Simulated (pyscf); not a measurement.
Single points on ωB97X-D3(BJ)/def2-SVP structures (PySCF, gas phase). Correlated levels are frozen-core, on RHF or UHF. ΔMP2 is the change of the MP2 total energy from the triple- to the quadruple-zeta basis.

Task: For the elementary gas-phase step silanol (HO–SiH₃) + H₂B–OH -> H₂B–O–SiH₃ + water (H₂O) (singlet surface; H–O, B–O broken, B–O, H–O formed), what barrier and reaction energy does CCSD(T)/def2-TZVPP + ΔMP2(QZVPP) give, measured from the separated reactants?

Result: ΔE‡ = 49.5 kJ/mol, ΔE = +2.0 kJ/mol. Zero-point energy shifts the barrier by +0.9 kJ/mol. It is a four-centre exchange, with an imaginary mode of 1251i cm⁻¹. On the product side the descent ends in an adduct with a B–O contact, 22.3 kJ/mol under the separated species and 62.6 kJ/mol under the saddle at ωB97X-D3(BJ)/def2-TZVP. What is counted as broken (B–O) persists as a longer contact in the product adduct; parting that adduct is a step of its own. The reactants may also form a dative adduct at H₂B–OH; it and routes through it were not searched. One saddle was located; it need not be the lowest between these sides. The CCSD(T) − MP2 part came from Ansatz, without density fitting, on the same reference.
